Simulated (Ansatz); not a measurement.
Enthalpy of formation (eV/atom) of solids drawn from the class of tetrahedrally bonded semiconductors and semimetals, at two levels: PBE (PAW; Ansatz, an electronic-structure program), and PBE0 (plane waves, PAW; Ansatz).

```csv
solid,PBE,PBE0
3C-SiC,-0.204,-0.283
zinc-blende CdSe,-0.633,-0.766
zinc-blende AgI (metastable phase),-0.273,-0.432
zinc-blende GaAs,-0.352,-0.462
zinc-blende GaSb,-0.165,-0.266
zinc-blende CuI,-0.142,?
zinc-blende CdTe,-0.464,?
zinc-blende InAs,-0.243,-0.364
```

Estimate the withheld PBE0 values from the other rows.

One way: carry over the typical difference. The differences PBE0 − PBE of the other rows, in order: -0.159, -0.133, -0.121, -0.110, -0.101, -0.079; median -0.1155. Zinc-blende CuI: -0.142 + (-0.1155) = -0.258 eV/atom; the run gives -0.394 eV/atom. Zinc-blende CdTe: -0.464 + (-0.1155) = -0.580 eV/atom; the run gives -0.601 eV/atom. The differences spread from -0.159 to -0.079, so such an estimate is rough. Zinc-blende CuI lies outside that spread.

Over all 8 rows PBE0 is the larger in 0.

Run without spin polarisation: 3C-SiC, zinc-blende CdSe, zinc-blende AgI, zinc-blende GaAs, zinc-blende GaSb, zinc-blende CuI, zinc-blende CdTe, zinc-blende InAs.

Spin–orbit coupling is left out, also for the solids with elements from indium on (zinc-blende AgI, zinc-blende GaSb, zinc-blende CuI, zinc-blende CdTe, zinc-blende InAs); its size isn't shown.

The solid named is at each level's own relaxed cell; a reference phase can be a single point on another level's cell. Ansatz's density-functional and Hartree–Fock values are scalar-relativistic unless marked +SOC, with PAW data made under PBE.
